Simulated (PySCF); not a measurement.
C2H6. Atoms are numbered in the order given.

```xyz
8

C      0.0000     0.0000    -0.7616
C      0.0000     0.0000     0.7616
H     -0.8813    -0.5088    -1.1594
H      0.8813    -0.5088    -1.1594
H      0.0000     1.0177    -1.1594
H     -0.8813     0.5088     1.1594
H      0.8813     0.5088     1.1594
H      0.0000    -1.0177     1.1594
```

Geometry optimised at r2SCAN-D4/def2-TZVP.

The numbers are results of PBE0/pcSseg-2 (PySCF), not measurements.

GIAO shieldings, no solvent; atoms alike by connectivity are averaged. δ = σ(ref) − σ: ¹³C against TMS (σ = 186.1 ppm); ¹H against TMS (σ = 31.54 ppm), references at their B3LYP-D3(BJ)/def2-TZVP geometries, non-relativistic.

Task: Estimate the chemical shifts. (An estimate is asked for; the answer gives what the named calculation found.)

Result: 
| nucleus | atoms | count | δ (ppm) |
|---|---|---|---|
| ¹³C | C1, C2 | 2 | 9.5 |
| ¹H | H3, H4, H5, H6, H7, H8 | 6 | 0.93 |
